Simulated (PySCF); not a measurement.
C3H9OP.
Geometry (PBE0-D3(BJ)/def2-SVP, Å), atoms numbered from 1 in this order:
```
atom  x, y, z in Å
C1     1.664    0.089   -0.524
P2     0.160   -0.168    0.466
C3    -0.866   -1.288   -0.535
C4    -0.711    1.428    0.406
O5     0.426   -0.663    1.853
H6     1.442    0.445   -1.541
H7     2.300    0.823   -0.008
H8     2.213   -0.861   -0.578
H9    -1.826   -1.439   -0.019
H10   -1.050   -0.897   -1.547
H11   -0.359   -2.261   -0.603
H12   -0.883    1.775   -0.624
H13   -0.115    2.174    0.951
H14   -1.677    1.320    0.922
```

Method: PBE0-D3(BJ)/def2-SVP geometry optimisation, gas phase (PySCF 2.14.0).

Take the most abundant isotopes and a rigid rotor. 

Give the principal moments of inertia and the rotational constants in GHz.

Ia = 136.12, Ib = 136.24, Ic = 141.73 u·Å²; 505379 MHz·u·Å²/I gives 3713, 3709 and 3566 MHz, that is A = 3.7127, B = 3.7095, C = 3.5657 GHz.

What kind of rotor is it?

An oblate symmetric top, as the point group C3v requires two equal moments; the computed ones differ by 0.09 % because the geometry is symmetric only within the optimiser's tolerance. Ray's parameter κ = (2B − A − C)/(A − C) = 0.956; −1 is the prolate and +1 the oblate limit.

What does the inertial defect say?

Not planar: Δ = Ic − Ia − Ib = -130.63 u·Å². For a rigid frame Δ = −2 Σ m c², so Σ m c² = 65.31 u·Å² lies off the ab plane: 9.42 from hydrogen and 55.89 from heavier atoms. The atom farthest from that plane is 1.75 Å away.

Give the other two planar moments, Paa and Pbb, and the rms extents of the mass along the axes.

Paa = Σ m a² = (Ib + Ic − Ia)/2 = 70.93 and Pbb = Σ m b² = (Ia + Ic − Ib)/2 = 70.81 u·Å². With the mass M = 92.04 u, the rms extents √(P/M) along a, b and c are 0.88, 0.88, 0.84 Å.

Where do the R-branch lines fall?

The dipole of 4.14 D lies along the symmetry axis, so ΔK = 0 and J+1 ← J falls at 2B(J+1) for every K: 7.42 GHz, 14.84 GHz, 22.27 GHz, 29.69 GHz, 37.11 GHz for J = 0 to 4.

Estimate the classical rotational partition function at 25 K, 100 K and 200 K.

Point group C3v, symmetry number σ = 3; q = (√π/σ)·√((kT/h)³/(ABC)), k/h = 20836.6 MHz/K: 1000 at 25 K, 8020 at 100 K, 22700 at 200 K.

No frequency check. No vibrational averaging or centrifugal distortion is included, and the geometry carries the error of its method.

Time: 17 s wall; peak memory 0.49 GiB. Hardware: one thread, Intel Xeon Platinum 8488C (x86_64), shared host with 96 logical CPUs at a one-minute load of 22. These figures are those of the optimisation.
